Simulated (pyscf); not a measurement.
Single points on ωB97X-D3(BJ)/def2-SVP structures (PySCF, gas phase).

Task: H₃C–CH₂–Cd–CH₂–CH₃ (SMILES C[CH2][Cd][CH2]C) + H₂ (SMILES [H][H]) → H₃C–CH₂–CdH (SMILES C[CH2][CdH]) + H₃C–CH₃ (SMILES CC)
Surface: singlet. Broken: C–Cd, H–H. Formed: Cd–H, C–H. Give ΔE‡ and ΔE from ωB97M-D3(BJ)/def2-TZVP, relative to the separated reactants.

Result: ΔE‡ = 185.5 kJ/mol, ΔE = -70.2 kJ/mol. Zero-point energy shifts the barrier by +5.0 kJ/mol. It is a four-centre exchange, with an imaginary mode of 1720i cm⁻¹. At the saddle there is also a short Cd–H contact that neither side keeps. This is the saddle that the search found; another between the same sides may lie lower. Elements past Kr carry the def2 core potentials, without spin-orbit coupling.
